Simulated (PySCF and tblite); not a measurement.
The numbers below are computed, except where a source is named.
Stationary points of C3H3ClO2 at B3LYP-D3(BJ)/def2-SVP, in Å:

Structure A

```
 1 O     2.099   -0.672   -0.606
 2 C     1.597    0.240    0.008
 3 C     0.141    0.352    0.280
 4 Cl   -0.384    1.754    1.169
 5 C    -0.728   -0.587   -0.144
 6 O    -2.051   -0.586    0.133
 7 H     2.201    1.084    0.422
 8 H    -0.321   -1.443   -0.698
 9 H    -2.555   -0.141   -0.564
```

Structure B

```
 1 O     2.160   -0.705   -0.451
 2 C     1.575    0.232    0.045
 3 C     0.111    0.317    0.151
 4 Cl   -0.595    1.744    0.896
 5 C    -0.712   -0.660   -0.303
 6 O    -2.036   -0.658   -0.245
 7 H     2.114    1.116    0.467
 8 H    -0.276   -1.549   -0.767
 9 H    -2.328    0.169    0.181
```

Structure C

```
 1 O     2.025   -0.714   -0.640
 2 C     1.609    0.205    0.033
 3 C     0.180    0.452    0.303
 4 Cl   -0.236    1.822    1.293
 5 C    -0.761   -0.370   -0.210
 6 O    -2.071   -0.215   -0.013
 7 H     2.294    0.949    0.509
 8 H    -0.411   -1.209   -0.823
 9 H    -2.561   -0.911   -0.469
```

Level: B3LYP/pcSseg-1 + D3(BJ) on B3LYP-D3(BJ)/def2-SVP stationary points, with GFN2-xTB thermal terms.

Problem. Which structure is a saddle point, and along which motion?

Solution. A: one imaginary mode (600i cm⁻¹ at GFN2-xTB, mostly on H9), along the rotation about the C5–O6 bond (torsion C3–C5–O6–H from 0° to 180°, rising).

Problem. Give their symmetry and energies above the lowest.

Solution. A C1, 10.4 kcal/mol; B Cs, 0.0 kcal/mol; C Cs, 3.7 kcal/mol.
